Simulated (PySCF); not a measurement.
Compound: 1,4-dichlorobutane, C4H8Cl2.
Z-matrix (Å and degrees, PBE0-D3(BJ)/def2-TZVP geometry), rows numbered from 1:
```
Cl
C   1  1.7901
C   2  1.5104  1  112.38
C   3  1.5208  2  115.15  1    58.40
C   4  1.5105  3  115.16  2    52.06
Cl  5  1.7900  4  112.42  3    58.09
H   2  1.0895  1  106.46  3   122.88
H   2  1.0887  1  106.32  3  -121.72
H   3  1.0931  2  109.41  1   -64.74
H   3  1.0952  2  106.66  1  -179.93
H   4  1.0953  3  109.40  2   -67.95
H   4  1.0930  3  109.03  2   175.48
H   5  1.0896  4  111.91  3   -61.63
H   5  1.0887  4  111.07  3   177.08
```

Computed at PBE0/pcSseg-2 (PySCF, non-relativistic), with Q(35Cl) = −0.0817 b: Cl1, 35Cl (I = 3/2): χzz = -70.86 MHz, η = 0.006.

Question: Where would the pure quadrupole (NQR) lines of 35Cl at Cl1 fall for the rigid, isolated species?

Answer: From ν = (|χ|/2)√(1 + η²/3): ν = 35.43 MHz (alkyl chlorine). For 37Cl the ratio of quadrupole moments, 0.7881, gives 27.92 MHz.

Question: Apply the simplest Townes–Dailey estimate (no s hybridisation, no π bonding), ionic character = 1 − χzz/χ0, where χ0 is the coupling for one missing p electron along the bond: −109.74 MHz for 35Cl.

Answer: Cl1 on C2: 1 − (-70.86)/(-109.74) = 0.35. In this model a purely covalent bond gives χ0 and a free halide ion gives zero; s hybridisation or π bonding, where present, is counted here as ionic character.

In a crystal, neighbours and librations shift these lines. Geometry: PBE0-D3(BJ)/def2-TZVP, one conformer, isolated molecule.

These values come from a run that also computed NMR shieldings. Hardware: one thread of an Arm Neoverse V1, shared host with 32 logical CPUs at a one-minute load of 15. Cost: 56 s, 1.5 GiB resident at most.
